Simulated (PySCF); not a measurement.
# Running PySCF for HO2P

Input:

```python
from pyscf import gto, scf, tdscf

mol = gto.M(
    atom='P 0.2567 0 -0.0011; O -0.3009 1.3397 0.0013; O -0.3009 -1.3397 0.0013; H 1.6625 0 -0.007',
    basis='sbkjc',
    ecp={'P': 'sbkjc', 'O': 'sbkjc'},
    charge=0,
    spin=0,
    verbose=3,
)
mf = scf.RHF(mol)
mf.kernel()
td = tdscf.TDA(mf)
td.nstates = 6
td.kernel()
td.analyze(verbose=3)
mf.dip_moment()
print('orbital energies (hartree):', mf.mo_energy[..., max(0, mol.nelec[1]-3):mol.nelec[0]+3].round(4))
```

```bash
$ OMP_NUM_THREADS=1 python input.py
```

It prints:

```
converged SCF energy = -38.0729308853283
Excitation energies (eV)
[5.8085952  5.81885634 7.05526396 7.72892235 8.83389474 8.88220922]

** Singlet excitation energies and oscillator strengths **
Excited State   1:      5.80860 eV    213.45 nm  f=0.0000
Excited State   2:      5.81886 eV    213.07 nm  f=0.0015
Excited State   3:      7.05526 eV    175.73 nm  f=0.1105
Excited State   4:      7.72892 eV    160.42 nm  f=0.0000
Excited State   5:      8.83389 eV    140.35 nm  f=0.1549
Excited State   6:      8.88221 eV    139.59 nm  f=0.0000
Dipole moment(X, Y, Z, Debye):  3.78138,  0.00000, -0.01624
orbital energies (hartree): [-0.5276 -0.5125 -0.4937  0.0196  0.0856  0.1803]
```

In short: E(SCF) = -38.072931 Eh, μ(SCF) = 3.78 D, first singlet excitations without spin–orbit coupling 5.81, 5.82, 7.06, 7.73, 8.83 eV.

Hardware: Arm Neoverse N1, 1 thread, shared host. Wall time 1.3 s, peak memory 0.11 GiB.
